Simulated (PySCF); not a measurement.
CH₄ClSi (charge -1).
Bonds: C1–Si2, Si2–Cl3. Hydrogens: H4, H5, H6 on C1; H7 on Si2.

Computed with PySCF 2.14.0, PBE0-D3(BJ)/def2-SVP geometry optimisation, gas phase.

**Question.** List the bond lengths and angles at this level.

**Answer.** 
| bond | length (pm) | order |
| --- | --- | --- |
| C1–Si2 | 196.0 | single |
| Si2–Cl3 | 225.7 | single |
| C1–H4, C1–H5, C1–H6 | 110.5 | single |
| Si2–H7 | 155.6 | single |

Bonds in one row agree within 1 pm and their mean is given. Orders are formal, as drawn. A selection of angles:
| angle | degrees |
| --- | --- |
| Si2–C1–H4 | 110.7 |
| Si2–C1–H5 | 113.6 |
| Si2–C1–H6 | 109.3 |
| H4–C1–H5 | 107.7 |
| C1–Si2–Cl3 | 96.1 |
| C1–Si2–H7 | 94.3 |
| Cl3–Si2–H7 | 95.1 |

Si2 (silicon bonded to C, Cl and H) is pyramidal (angles 96.1°, 95.1° and 94.3°, sum 285.4°, 0.98 Å off the plane of its three neighbours).

No frequency check.
